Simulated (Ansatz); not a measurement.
Consider the ligand exchange at the Si–C bond: `N#C[SiH3]` + HCl → `[SiH3]Cl` + `C#N`.

Isolated molecules relaxed with PBE0-D4/def2-TZVP in Ansatz; ΔE leaves out vibrations. CBS: def2 TZ/QZ extrapolation, frozen cores. DFT in def2-TZVPP.

Problem. Is it downhill or uphill in electronic energy at CCSD(T)/CBS, and by how much? (Best estimate.)

Solution. Computed: Downhill: ΔE = -13.3 kcal/mol.

Problem. What do these levels give: PBE-D4, PBE0, r2SCAN0, CCSD/def2-QZVPP, CCSD(T)/cc-pV(D+d)Z, CCSD(T)/cc-pV(T+d)Z? (Estimate.)

Solution. Ansatz gave: PBE-D4 -12.2, PBE0 -12.8, r2SCAN0 -13.4, CCSD/def2-QZVPP -12.9, CCSD(T)/cc-pV(D+d)Z -10.1, CCSD(T)/cc-pV(T+d)Z -12.0 kcal/mol.

Largest T1 diagnostic among the species: 0.014.

Leaving LDA and LC-ωPBE aside and taking each functional with its dispersion term where it has one, the values, not all of them listed here, spread over 1.4 kcal/mol, from r2SCAN0-D4 to BLYP-D4. In def2-TZVPP, CCSD(T) changes the Hartree–Fock value by +2.0 kcal/mol (the triples alone add +0.3 kcal/mol) and MP2 by +1.3 kcal/mol. From BLYP to BHLYP (50 % exact exchange), in def2-TZVPP and without D4, ΔE moves by −1.2 kcal/mol.
